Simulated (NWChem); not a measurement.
Molecule: ethanol (C$_{2}$H$_{6}$O); SMILES CCO

```xyz
9

C      0.2487    -1.2036     0.0330
C     -0.5415     0.0900    -0.0189
O      0.2657     1.2331     0.0847
H     -0.4167    -2.0808     0.0084
H      0.8528    -1.2501     0.9518
H      0.9345    -1.2858    -0.8272
H     -1.1654     0.1124    -0.9364
H     -1.2425     0.1340     0.8303
H      0.8768     1.2319    -0.6592
```
Atoms are numbered in this order, from 1.

Computed with NWChem. The geometry was optimised at PBE0/def2-SVP. Level: PBE0/def2-SVP with SMD (1 M gas to 1 M solution), gas-phase geometry.

**Question.** Estimate the computed values for solvent water. Quantities: solvation free energy (kcal/mol); cavity-dispersion-structure term (kcal/mol); dipole in solution (D).

**Answer.** 
```yaml
solvation free energy (kcal/mol): -4.2
cavity-dispersion-structure term (kcal/mol): 2.4
dipole in solution (D): 2.11
```
